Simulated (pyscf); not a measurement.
`[CH3][Zn][CH2][OH]` + `[H][H]` → `[CH3][OH]` + `[CH3][ZnH]` (four-centre exchange; singlet surface; C–Zn, H–H broken, C–H, H–Zn formed). Structures and frequencies: ωB97X-D3(BJ)/def2-SVP in PySCF. Energies in kcal/mol from the separated reactants.

```json
[
 {"level": "ωB97X-D3(BJ)/def2-TZVP", "barrier": "39.4", "reaction energy": "-12.4"},
 {"level": "PBE/def2-TZVP", "barrier": "36.6", "reaction energy": "-12.2"},
 {"level": "r²SCAN/def2-TZVP", "barrier": "34.6", "reaction energy": "-12.6"},
 {"level": "B3LYP-D3(BJ)/def2-TZVP", "barrier": "?", "reaction energy": "?"},
 {"level": "PBE0-D3(BJ)/def2-TZVP", "barrier": "36.4", "reaction energy": "-13.3"},
 {"level": "M06-2X/def2-TZVP", "barrier": "?", "reaction energy": "-11.6"}
]
```

Q: Complete the blanks.

A: 
- B3LYP-D3(BJ)/def2-TZVP, barrier: 39.7
- B3LYP-D3(BJ)/def2-TZVP, reaction energy: -13.0
- M06-2X/def2-TZVP, barrier: 35.8

The functionals in the table span 5.1 kcal/mol in this barrier, from r²SCAN to B3LYP-D3(BJ). On the product side the descent ends in an adduct with a O–Zn contact (not fully relaxed), 8.3 kcal/mol under the separated species and 60.1 kcal/mol under the saddle at ωB97X-D3(BJ)/def2-TZVP. At the saddle there is also a short H–Zn contact that neither side keeps. This is the saddle that the search found; another between the same sides may lie lower. Elements up to Kr have no core potential and no relativistic terms here.
